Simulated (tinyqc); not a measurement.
Inside a calculation. Method: Born-Oppenheimer dynamics on the RHF/sto-3g surface (energies and gradients from PySCF), for BH3, spin multiplicity 1. Computed by tinyqc, a small Python program that keeps every step (integrals from PySCF). Settings: charge = 0, multiplicity = 1, basis = sto-3g, time step (fs) = 0.2, steps = 16. Command: `OMP_NUM_THREADS=1 python tinyqc.py 20814 20815 out.jsonl` (the two numbers bound the seeds that draw the settings). One thread of a shared host (Intel(R) Xeon(R) Processor @ 2.60GHz), about 2 s of CPU time with the checks.

positions (bohr):
```
,x,y,z
1B,0.015118,-0.085038,0.039684
2H,2.307356,-0.011338,-0.035905
3H,-1.213204,1.993661,-0.054802
4H,-1.179189,-1.938859,0.043464
```

The total energy should stay constant up to terms of order dt^2; the step counts as short enough if it moves by less than 2 % of the largest kinetic energy.

Trajectory:
```
time (fs),1B-2H (angstrom),potential (hartree),kinetic (hartree),total (hartree)
0.000000,1.214286,-26.06021497,0.00011816,-26.06009681
0.200000,1.214127,-26.06016491,0.00006820,-26.06009671
0.400000,1.213303,-26.06033108,0.00023397,-26.06009712
0.600000,1.211824,-26.06070702,0.00060901,-26.06009802
0.800000,1.209705,-26.06127837,0.00117898,-26.06009940
1.000000,1.206971,-26.06202315,0.00192191,-26.06010124
1.200000,1.203654,-26.06291208,0.00280858,-26.06010351
1.400000,1.199791,-26.06390924,0.00380308,-26.06010616
1.600000,1.195429,-26.06497278,0.00486363,-26.06010914
1.800000,1.190621,-26.06605599,0.00594361,-26.06011237
2.000000,1.185424,-26.06710868,0.00699294,-26.06011575
2.200000,1.179904,-26.06807891,0.00795978,-26.06011913
2.400000,1.174131,-26.06891507,0.00879269,-26.06012238
2.600000,1.168179,-26.06956844,0.00944314,-26.06012530
2.800000,1.162128,-26.06999611,0.00986841,-26.06012770
3.000000,1.156058,-26.07016416,0.01003480,-26.06012936
3.200000,1.150054,-26.07005100,0.00992095,-26.06013005
```

Is the time step short enough?

Yes. The total energy moves within 3.3e-05 hartree, under 2 % of the largest kinetic energy.
